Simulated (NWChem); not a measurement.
All runs are NWChem calculations. System: F, charge 0, spin multiplicity 2. Its SCF solution wasn't tested for a lower state. Level: UMP2/cc-pVTZ, 1 core orbitals frozen.

The NWChem input:

```
start mol
memory heap 200 mb stack 900 mb global 1100 mb
geometry units angstroms nocenter noautoz
  F      0.000000     0.000000     0.000000
  symmetry group D2h
end
basis spherical
  * library cc-pvtz
end
scf
  uhf
  nopen 1
  maxiter 100
  thresh 1e-7
  semidirect memsize 60000000 filesize 0
  # guess.movecs holds the orbitals of an unrestricted PBE0 run
  vectors input guess.movecs output mol.movecs
end
mp2
  freeze core 1
end
task mp2 energy
```

NWChem printed:

```
             Northwest Computational Chemistry Package (NWChem) 7.3.0
             --------------------------------------------------------

                                NWChem Input Module
                                -------------------

 Scaling coordinates for geometry "geometry" by  1.889725989
 (inverse scale =  0.529177249)

                             Geometry "geometry" -> ""
                             -------------------------

 Output coordinates in angstroms (scale by  1.889725989 to convert to a.u.)

  No.       Tag          Charge          X              Y              Z
 ---- ---------------- ---------- -------------- -------------- --------------
    1 F                    9.0000     0.00000000     0.00000000     0.00000000

 Effective nuclear repulsion energy (a.u.)       0.0000000000

            Nuclear Dipole moment (a.u.)
            ----------------------------
        X                 Y               Z
 ---------------- ---------------- ----------------
     0.0000000000     0.0000000000     0.0000000000

      Symmetry information
      --------------------

 Group name             D2h
 Group number             26
 Group order               8
 No. of unique centers     1

      Symmetry unique atoms

     1


 Summary of "ao basis" -> "" (spherical)
 ------------------------------------------------------------------------------
       Tag                 Description            Shells   Functions and Types
 ---------------- ------------------------------  ------  ---------------------
 *                          cc-pvtz                   on all atoms

 Summary of "ao basis" -> "ao basis" (spherical)
 ------------------------------------------------------------------------------
       Tag                 Description            Shells   Functions and Types
 ---------------- ------------------------------  ------  ---------------------
 F                          cc-pvtz                 10       30   4s3p2d1f

                                 NWChem SCF Module
                                 -----------------

  ao basis        = "ao basis"
  functions       =    30
  atoms           =     1
  alpha electrons =     5
  beta  electrons =     4
  charge          =   0.00
  wavefunction    = UHF
  use symmetry    = T
  symmetry adapt  = T

 Summary of "ao basis" -> "ao basis" (spherical)
 ------------------------------------------------------------------------------
       Tag                 Description            Shells   Functions and Types
 ---------------- ------------------------------  ------  ---------------------
 F                          cc-pvtz                 10       30   4s3p2d1f

      Symmetry analysis of basis
      --------------------------

        ag          8
        au          1
        b1g         2
        b1u         5
        b2g         2
        b2u         5
        b3g         2
        b3u         5

 Forming initial guess at       0.0s

   Symmetry analysis of molecular orbitals - initial alpha
   -------------------------------------------------------

  Numbering of irreducible representations:

     1 ag          2 au          3 b1g         4 b1u         5 b2g
     6 b2u         7 b3g         8 b3u

  Orbital symmetries:

     1 ag          2 ag          3 b1u         4 b2u         5 b3u
     6 b1u         7 b3u         8 b2u         9 ag         10 ag
    11 b2g        12 b3g        13 b1g        14 ag         15 b1u

   Symmetry analysis of molecular orbitals - initial beta
[...]
           0.000000000000           0.000000000000           0.000000000000

  Mulliken analysis of the total density
  --------------------------------------

    Atom       Charge   Shell Charges
 -----------   ------   -------------------------------------------------------
    1 F    9     9.00   1.95  1.11  0.28  0.66  1.50  2.29  1.21  0.00  0.00  0.00

  Mulliken analysis of the alpha density
  --------------------------------------

    Atom       Charge   Shell Charges
 -----------   ------   -------------------------------------------------------
    1 F    9     5.00   0.97  0.57  0.14  0.31  0.92  1.39  0.69  0.00  0.00  0.00

   Mulliken analysis of the beta density
   -------------------------------------

    Atom       Charge   Shell Charges
 -----------   ------   -------------------------------------------------------
    1 F    9     4.00   0.98  0.54  0.13  0.35  0.58  0.89  0.52  0.00  0.00  0.00

   Mulliken analysis of the spin density
   -------------------------------------

    Atom       Charge   Shell Charges
 -----------   ------   -------------------------------------------------------
    1 F    9     1.00  -0.00  0.03  0.01 -0.03  0.33  0.50  0.17 -0.00 -0.00  0.00

       Multipole analysis of the density wrt the origin
       ------------------------------------------------

     L   x y z        total         alpha         beta         nuclear
     -   - - -        -----         -----         ----         -------
     0   0 0 0     -0.000000     -5.000000     -4.000000      9.000000

     1   1 0 0      0.000000      0.000000      0.000000      0.000000
     1   0 1 0      0.000000      0.000000     -0.000000      0.000000
     1   0 0 1      0.000000      0.000000      0.000000      0.000000

     2   2 0 0     -3.596864     -1.892024     -1.704840      0.000000
     2   1 1 0     -0.000000     -0.000000     -0.000000      0.000000
     2   1 0 1     -0.000000     -0.000000     -0.000000      0.000000
     2   0 2 0     -3.596864     -1.892024     -1.704840      0.000000
     2   0 1 1      0.000000      0.000000      0.000000      0.000000
     2   0 0 2     -2.932541     -1.892442     -1.040098      0.000000

                   NWChem MP2 Semi-direct Energy/Gradient Module
                   ---------------------------------------------

  Basis functions       =     30
  Molecular orbitals    =     30
  Frozen core           =      1
  Frozen virtuals       =      0
  Active alpha occupied =      4
  Active beta occupied  =      3
  Active alpha virtual  =     25
  Active beta virtual   =     26
  Use MO symmetry       = T
  Use skeleton AO sym   = T

  AO/Fock/Back tols     =   1.0D-09  1.0D-09  1.0D-09

 GA uses MA = F    GA memory limited = T

 Available:
  local mem=  1.26D+08
 global mem=  1.44D+08
 local disk=  0.00D+00
  mp2_memr nvloc                    25
  nvloc new                    25
   1 passes of   4:        3145728                       6834                    159688.
   1 passes of   4: M    126154983           G      144177400           F     123009255.

 Semi-direct pass number   1 of   1  for UHF alpha       at        0.1s
  vrange nnbf                   465
  mp2_eaftype                    10  avail_ma_in_mb                  1099
 EAF : mp2_eaftype filesize          10      79844.
  mp2_eaf for mointskh                     10
Node 0 wrote      0.4 Mb in      0.0 s     Agg I/O rate:  2596.5 Mb/s
 Done moints_semi at        0.1s
  mp2_eaftype                    10  avail_ma_in_mb                  1089
 EAF : mp2_eaftype filesize          10      79844.
  mp2_eaf for kh                    10
 Done maket at        0.1s
 Done multipass loop at        0.1s

 GA uses MA = F    GA memory limited = T

 Available:
  local mem=  1.26D+08
 global mem=  1.44D+08
 local disk=  0.00D+00
  mp2_memr nvloc                    26
  nvloc new                    26
   1 passes of   3:        3145728                       5734                    124906.
   1 passes of   3: M    126154983           G      144177400           F     123009255.

 Semi-direct pass number   1 of   1  for UHF beta        at        0.2s
  vrange nnbf                   465
  mp2_eaftype                    10  avail_ma_in_mb                  1099
 EAF : mp2_eaftype filesize          10      62453.
  mp2_eaf for mointskh                     10
Node 0 wrote      0.3 Mb in      0.0 s     Agg I/O rate:  2777.2 Mb/s
 Done moints_semi at        0.2s
  mp2_eaftype                    10  avail_ma_in_mb                  1089
 EAF : mp2_eaftype filesize          10      62453.
  mp2_eaf for kh                    10
 Done maket at        0.2s
 Done multipass loop at        0.2s

          -------------------------------------------
          SCF energy                 -99.405524859664
          Correlation energy          -0.199835584904
          Singlet pairs                0.000000000000
          Triplet pairs                0.000000000000
          Total MP2 energy           -99.605360444568
          -------------------------------------------

          ---------------------------------------------------
                    Spin Component Scaled (SCS) MP2
          Same spin pairs                     -0.048648905641
          Same spin scaling factor             0.333333333333
          Opposite spin pairs                 -0.151186679263
          Opposite spin scaling fact.          1.200000000000
          SCS-MP2 correlation energy          -0.197640316996
          Total SCS-MP2 energy               -99.603165176660
          ---------------------------------------------------

 -----------------------
 Performance information
 -----------------------

 Timer overhead =  1.37D-07 seconds/call

               Nr. of calls         CPU time (s)                 Wall time (s)                GFlops
             ---------------    -------------------     ------------------------------   -------------------
Name         Min   Avg   Max    Min     Avg     Max     Min     Avg     Max   Mx/calls   Min     Max     Sum
mp2: moin     2     2     2   9.50E-2 9.50E-2 9.50E-2  9.50E-2 9.50E-2 9.50E-2 4.75E-2   0.0     0.0     0.0
mp2: make     2     2     2   3.33E-3 3.33E-3 3.33E-3  3.33E-3 3.33E-3 3.33E-3 1.67E-3   0.0     0.0     0.0
mp2: tota     1     1     1   0.13    0.13    0.13     0.13    0.13    0.13    0.13      0.0     0.0     0.0

 The average no. of pstat calls per process was 5.00D+00
 with a timing overhead of 6.85D-07s

 Task  times  cpu:        0.2s     wall:        0.2s

 Total times  cpu:        0.2s     wall:        0.2s
```
